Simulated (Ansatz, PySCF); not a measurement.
This Ansatz (a first-principles code) input computes a BLYP/def2-TZVPD energy:

Ansatz 0.2 input:
```yaml
crystal:
  periodic: [false, false, false]
  atoms:
    - {symbol: S, position_ang: [-0.00000000, -0.00000000, -0.95184987]}
    - {symbol: S, position_ang: [0.00000000, 0.00000000, 0.95184987]}
basis:
  gaussian:
    orbitals: def2-TZVPD
hamiltonian:
  xc: {name: BLYP}
magnetization: {spin_polarized: true, initial_magnetization: 2}
output: {forces: true}
```

Question: Write an input for the same energy in PySCF and say what it gives.

Answer: 
```python
from pyscf import gto, scf, dft

mol = gto.M(
    atom='''
    S    -0.00000000   -0.00000000   -0.95184987
    S     0.00000000    0.00000000    0.95184987
    ''',
    basis='def2-tzvpd',
    charge=0,
    spin=2,
    symmetry='D2h',
    verbose=4,
)

mf = dft.UKS(mol, xc='blyp').density_fit(auxbasis='def2-universal-jkfit')
mf.grids.level = 3
mf.conv_tol = 1e-9
mf.max_cycle = 100
mf.max_memory = 1500
mf.kernel()
if not mf.converged:
    mf = mf.newton()
    mf.kernel(mf.make_rdm1())
mf.analyze()
```
It gives -796.40560 Eh, and Ansatz -796.40557 Eh, a difference of 0.03 mEh, from the treatment of integrals and grids.
